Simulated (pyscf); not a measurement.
Thermochemistry of product channels of `[GeH4]` + `[Cl]` [doublet] on the doublet surface, in kcal/mol, from ωB97M-D3(BJ)/def2-TZVP energies (ideal gas, 1 atm, RRHO with modes under 100 cm⁻¹ raised to 100, one conformer, R ln 2 for rigid chiral ones). PySCF, gas phase, ωB97X-D3(BJ)/def2-SVP geometries.

```json
[
 {"products": "`[Cl][GeH2]` [doublet] + `[H][H]`", "ΔE": "-30.5", "ΔH(298 K)": "-32.5", "ΔG(900 K)": "-39.7", "ΔG(1200 K)": "?"},
 {"products": "`[GeH3]` [doublet] + `[ClH]`", "ΔE": "?", "ΔH(298 K)": "-18.4", "ΔG(900 K)": "-27.1", "ΔG(1200 K)": "-29.8"},
 {"products": "`[GeH2]` [singlet] + `[ClH]` + `[H]` [doublet]", "ΔE": "+45.2", "ΔH(298 K)": "+39.6", "ΔG(900 K)": "+7.2", "ΔG(1200 K)": "-3.8"},
 {"products": "`[Cl][GeH3]` + `[H]` [doublet]", "ΔE": "-9.6", "ΔH(298 K)": "-12.5", "ΔG(900 K)": "-13.7", "ΔG(1200 K)": "-14.6"}
]
```

Problem. What belongs in the gaps?

Solution. 
- `[Cl][GeH2]` [doublet] + `[H][H]`, ΔG(1200 K): -42.3
- `[GeH3]` [doublet] + `[ClH]`, ΔE: -17.2

The channel to GeH₂ [singlet] + HCl + H• turns favourable between 298 and 1200 K (ΔG from +29.2 kcal/mol to -3.8 kcal/mol).

These are energies of the channels, which say nothing of barriers. Left out: orbital degeneracy and the spin-orbit lowering of Cl. Elements up to Kr have no core potential and no relativistic terms here.
